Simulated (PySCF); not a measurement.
Thiophene, C4H4S.
InChI=1S/C4H4S/c1-2-4-5-3-1/h1-4H

Level of theory: CAM-B3LYP/def2-SVPD in PySCF (dipole) on a GFN2-xTB geometry, gas phase.

Masses are those of the commonest isotopes; rigid-rotor values at the optimised geometry. 

(1) What are A, B and C (cm⁻¹)?

(2) Classify the top.

(3) What does the inertial defect say?

(4) Which lines would a microwave search look for?

(5) Estimate the classical rotational partition function at 10 K, 50 K and 500 K.

## Answers

(1) Ia = 61.75, Ib = 93.35, Ic = 155.10 u·Å²; 505379 MHz·u·Å²/I gives 8185, 5414 and 3258 MHz, that is A = 0.27301, B = 0.18058, C = 0.10869 cm⁻¹.

(2) An asymmetric top: κ = (2 × 5414 − 8185 − 3258)/(8185 − 3258) = -0.12.

(3) Planar: Δ = Ic − Ia − Ib = 0.00 u·Å². For a rigid frame Δ = −2 Σ m c², so it vanishes when all atoms lie in the ab plane; here none is more than 0.01 Å from it.

(4) The dipole components are |μa| = 0.56 D, |μb| = 0.00 D, |μc| = 0.00 D; the symmetry axis of this C2v structure is a, so μb and μc vanish by symmetry and there are no b-type or c-type lines. Some lines, for components of 0.1 D or more:

```csv
type,branch,"J(Ka,Kc)",MHz,lower level (cm⁻¹)
a,Q,"2(2,0) ← 2(2,1)",858,1.381
a,Q,"1(1,0) ← 1(1,1)",2155,0.382
a,Q,"3(2,1) ← 3(2,2)",3658,2.249
a,Q,"2(1,1) ← 2(1,2)",6466,0.888
a,R,"1(0,1) ← 0(0,0)",8672,0.000
a,R,"2(1,2) ← 1(1,1)",15189,0.382
a,Q,"5(2,3) ← 5(2,4)",15805,4.767
a,R,"2(0,2) ← 1(0,1)",16487,0.289
a,R,"2(1,1) ← 1(1,0)",19500,0.454
a,Q,"4(1,3) ← 4(1,4)",20087,2.605
a,R,"3(1,3) ← 2(1,2)",22322,0.888
a,R,"3(0,3) ← 2(0,2)",23217,0.839
a,R,"3(1,2) ← 2(1,1)",28553,1.104
a,R,"4(0,4) ← 3(0,3)",29540,1.614
a,R,"4(2,3) ← 3(2,2)",33995,2.249
a,R,"5(1,5) ← 4(1,4)",35790,2.605
a,R,"4(3,2) ← 3(3,1)",35919,2.906
a,R,"4(3,1) ← 3(3,0)",37151,2.914
a,R,"4(2,2) ← 3(2,1)",39091,2.371
a,R,"5(2,4) ← 4(2,3)",41482,3.383
a,R,"5(1,4) ← 4(1,3)",43285,3.275
a,R,"5(3,3) ← 4(3,2)",44682,4.105
a,R,"5(4,1) ← 4(4,0)",45627,4.972
a,R,"5(2,3) ← 4(2,2)",48534,3.675
```

(5) Point group C2v, symmetry number σ = 2; q = (√π/σ)·√((kT/h)³/(ABC)), k/h = 20836.6 MHz/K: 222 at 10 K, 2480 at 50 K, 78400 at 500 K.

GFN2-xTB frequencies: not computed here. Zero-point vibration and centrifugal distortion are left out.

The run took 10 s of wall time on one thread, Arm Neoverse V2 (shared host). This is the CAM-B3LYP/def2-SVPD job that gave the dipole, with the excitations it also computed.
